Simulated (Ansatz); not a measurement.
CHF2N (`N=C(F)F`), 5 atoms. Total charge 0; spin multiplicity 1. All runs use 2 threads of an Arm Neoverse N1 on a shared host. Correlated methods freeze the cores. Open-shell runs search over several starts.

(1) Give the basis size and wall time and peak host memory of each of these runs in Ansatz. UKS B3LYP-D4/def2-TZVPP energy of the cation; RKS PBE0-D4/def2-QZVPP energy; RHF-CCSD(T)/def2-TZVPP energy; RKS B97M-V/def2-TZVPP energy; RKS PBE-QIDH (frozen core)/def2-TZVPP energy; RHF-CCSD(T)/def2-SVP energy; UKS ωB97M-V/def2-TZVPP energy of the cation; UHF-MP2/def2-QZVPP energy of the cation; RKS PBE0-D4/def2-TZVP relaxation (9 steps); RKS PBE0-D4/def2-TZVP frequencies; direct RPA on PBE orbitals/def2-TZVPP energy; RKS ωB97M-V/def2-SVP energy. (Best estimate.)

## Answers

(1) The calculation gave: Other jobs shared the machine, so times are rough.

| level | job | functions | wall time | peak host memory (GiB) |
| --- | --- | --- | --- | --- |
| RHF-CCSD(T)/def2-SVP | energy | 61 | 1.8 s | 0.26 |
| direct RPA on PBE orbitals/def2-TZVPP | energy | 138 | 3.4 s | 0.26 |
| RKS ωB97M-V/def2-SVP | energy | 61 | 3.6 s | 0.26 |
| RKS PBE-QIDH (frozen core)/def2-TZVPP | energy | 138 | 3.7 s | 0.26 |
| RKS PBE0-D4/def2-QZVPP | energy | 258 | 4.7 s | 0.49 |
| RKS B97M-V/def2-TZVPP | energy | 138 | 7 s | 0.16 |
| UKS B3LYP-D4/def2-TZVPP | energy of the cation | 138 | 22 s | 0.33 |
| RKS PBE0-D4/def2-TZVP | relaxation (9 steps) | 130 | 26 s | 0.19 |
| RHF-CCSD(T)/def2-TZVPP | energy | 138 | 29 s | 0.87 |
| UHF-MP2/def2-QZVPP | energy of the cation | 258 | 46 s | 0.77 |
| RKS PBE0-D4/def2-TZVP | frequencies | 130 | 53 s | 0.26 |
| UKS ωB97M-V/def2-TZVPP | energy of the cation | 138 | 73 s | 0.45 |

B3LYP here is the variant with VWN-RPA as its local correlation; programs differ in this.
